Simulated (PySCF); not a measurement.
An unknown is described by computed data only.

Elements present: C, H and N. Monoisotopic mass: 77.0265 u.

| Quantity | Value |
| --- | --- |
| Dipole | 4.82 D [wB97X-D/def2-SVPD] |
| 1H NMR | chemical shifts (computed TMS as zero) by class: 6.01 (2 H), 5.49 (1 H) ppm [GIAO CAM-B3LYP/pcSseg-2] |
| UV, strongest line | among the 10 lowest singlet transitions: S2 at 4.92 eV (252 nm, f = 0.641) [TDDFT wB97X-D/def2-SVPD] |
| Rotational structure | rotational constants A, B, C: 19.246, 1.546, 1.431 GHz [PBE0-D3(BJ)/def2-SVP] |
| 13C NMR | chemical shifts (computed TMS as zero) by class: 211.1 (1 C), 190.0 (1 C), 122.7 (1 C), 117.1 (1 C), 88.7 (1 C) ppm [GIAO CAM-B3LYP/pcSseg-2] |
| Polarisability | 78.6 au [wB97X-D/def2-SVPD] |
| UV, first state | lowest singlet excitation: 3.84 eV (323 nm, f = 0.000) [TDDFT wB97X-D/def2-SVPD] |
| NMR, other nuclei | isotropic shieldings of nuclei other than C and H, by class: -60 (1 N) ppm [GIAO CAM-B3LYP/pcSseg-2] |
| Triplet | lowest triplet excitation (Tamm–Dancoff): 2.46 eV [TDA wB97X-D/def2-SVPD] |

Gas-phase values; electronic properties from PySCF, density fitting. Levels stand in brackets. Geometry: PBE0-D3(BJ)/def2-SVP; no solvent, vibrations or thermal averaging. NMR values are class means; diastereotopic atoms form classes of their own.

Question: Which formula fits the mass and the elements?

Answer: C5H3N (calculated 77.0265). No other formula that holds each of these elements comes within 0.0003 u with a fitting electron parity and a possible valence count.

Question: Give a SMILES that accounts for the data.

Answer: Numbering: `[CH2:1]=[C:2]=[C:3]=[CH:4][C:5]#[N:6]`. Its formula, C5H3N, gives 5 degrees of unsaturation: 0 rings and 5 π bonds in the structure found. 5 carbons fall into 5 classes; from least to most shielded: central carbon of cumulated double bonds [C3] (211.1 ppm), central carbon of cumulated double bonds [C2] (190.0 ppm), nitrile carbon [C5] (122.7 ppm), outer carbon of cumulated double bonds [C1] (117.1 ppm), outer carbon of cumulated double bonds [C4] (88.7 ppm). Hydrogen classes from least to most shielded: 2 H on an outer carbon of cumulated double bonds, C1 (6.01 ppm), 1 H on an outer carbon of cumulated double bonds, C4 (5.49 ppm). The other shieldings belong to: -60 ppm, nitrile nitrogen [N6]. S1 is mainly HOMO−1→LUMO (weight 0.99); the largest Löwdin shares of the orbital it empties are 0.37 on a central carbon of cumulated double bonds, 0.34 on a central carbon of cumulated double bonds, 0.09 on an outer carbon of cumulated double bonds and 0.07 on an outer carbon of cumulated double bonds, of the orbital it fills 0.23 on an outer carbon of cumulated double bonds, 0.18 on an outer carbon of cumulated double bonds, 0.18 on a central carbon of cumulated double bonds and 0.16 on a central carbon of cumulated double bonds. The optimised geometry has point group Cs and is an asymmetric top. Structure: `N#CC=C=C=C`. Computed isomers that give other values at the same levels: `C=CC#CC#N` (rotational constant A: 40.128 GHz; this holds for the one conformer computed); `[H]/N=C\C#CC#C` (rotational constant A: 44.039 GHz; this holds for the one conformer computed); `C#CC(=C)C#N` (rotational constant A: 6.326 GHz; this holds for the one conformer computed). The assignments are read from this structure; whether some other isomer fits the data as well wasn't checked.
